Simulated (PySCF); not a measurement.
# Phosphorus: a sound run and one with changed settings

Sound run: P [Ne] 3s2 3p3, P⁺ [Ne] 3s2 3p2. Calculation: PySCF 2.14, in def2-TZVP; no relativity, point nucleus. In the sound run the correlated levels freeze [Ne]. The sound run starts from symmetry-adapted Hartree-Fock orbitals and uses a fine grid where one is needed.

Changed run: initial guess 1e, at most 50 SCF cycles.

| species | method | sound run (hartree) | changed run (hartree) | converged |
| --- | --- | --- | --- | --- |
| P | UHF | -340.70986 | -340.70986 | yes |
| P | PBE0 | -341.13506 | -341.13506 | yes |
| P | CCSD(T) | -340.81339 | -340.81339 | yes |
| P⁺ | LDA | -339.60075 | -339.60075 | yes |
| P⁺ | MP2 | -340.40630 | -340.40630 | yes |

Here the plain start reaches the same solutions.
